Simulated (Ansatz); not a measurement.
Correlation energies of C4H3FO, SMILES `Fc1ccco1` by basis set

Cartesian coordinates in Å:
```
F -1.2245 -2.1317 -0.3665
C -0.5846 -1.0066 -0.1764
C 0.6065 -0.7310 0.3921
C 0.7246 0.6924 0.2838
C -0.3936 1.1318 -0.3320
O -1.2142 0.0782 -0.6215
H 1.2964 -1.4358 0.8233
H 1.5452 1.3022 0.6259
H -0.7558 2.1005 -0.6287
```

Charge 0, multiplicity 1. The structure was optimised at the PBE0-D4/def2-TZVP level. Frozen core, restricted reference, Ansatz. CBS rows extrapolate triple and quadruple zeta; past MP2 they add the triple-zeta difference.

| basis | HF (Eh) | MP2 corr. |
| --- | --- | --- |
| def2-SVP | -327.22213 | -0.87763 |
| def2-TZVPP | -327.60942 | -1.10070 |
| def2-QZVPP | -327.62357 | -1.18335 |

(1) Estimate the CCSD correlation energy and the (T) correction in each basis where they were run (hartree).

## Answers

(1) 
```json
{"basis": "def2-SVP", "CCSD corr.": "-0.90351", "(T)": "-0.03153"}
{"basis": "def2-TZVPP", "CCSD corr.": "-1.11241", "(T)": "-0.05068"}
{"basis": "CBS(def2)", "CCSD corr.": "-1.25629", "(T)": "as TZ"}
```
